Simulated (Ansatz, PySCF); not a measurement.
This PySCF input computes a CAM-B3LYP/def2-TZVPD energy:

```python
from pyscf import gto, scf, dft

mol = gto.M(
    atom='''
    C     0.13152232    0.38672480    0.01599482
    C     1.26715633   -0.26934746   -0.00652910
    F    -1.14692546   -0.29258346   -0.01565564
    H    -0.14655768    1.44553984    0.05762139
    H     2.07681501    0.48344726    0.02648506
    ''',
    basis='def2-tzvpd',
    charge=-1,
    spin=0,
    verbose=4,
)

mf = dft.RKS(mol, xc='camb3lyp').density_fit(auxbasis='def2-universal-jkfit')
mf.grids.level = 3
mf.conv_tol = 1e-9
mf.max_cycle = 100
mf.max_memory = 1500
mf.kernel()
if not mf.converged:
    mf = mf.newton()
    mf.kernel(mf.make_rdm1())
mf.analyze()
```

Q: Write an input for the same energy in Ansatz (a program for electronic structure) and say what it gives.

A: 
Ansatz 0.2 input:
```yaml
crystal:
  periodic: [false, false, false]
  atoms:
    - {symbol: C, position_ang: [0.13152232, 0.38672480, 0.01599482]}
    - {symbol: C, position_ang: [1.26715633, -0.26934746, -0.00652910]}
    - {symbol: F, position_ang: [-1.14692546, -0.29258346, -0.01565564]}
    - {symbol: H, position_ang: [-0.14655768, 1.44553984, 0.05762139]}
    - {symbol: H, position_ang: [2.07681501, 0.48344726, 0.02648506]}
basis:
  gaussian:
    orbitals: def2-TZVPD
hamiltonian:
  xc: {name: CAM-B3LYP}
total_charge: -1
output: {forces: true}
```
It gives -177.19589 Eh, and PySCF -177.19592 Eh, a difference of 0.03 mEh, from the treatment of integrals and grids.

It need not be the lowest isomer of its formula. Whether it binds its extra electron was not tested at this geometry.
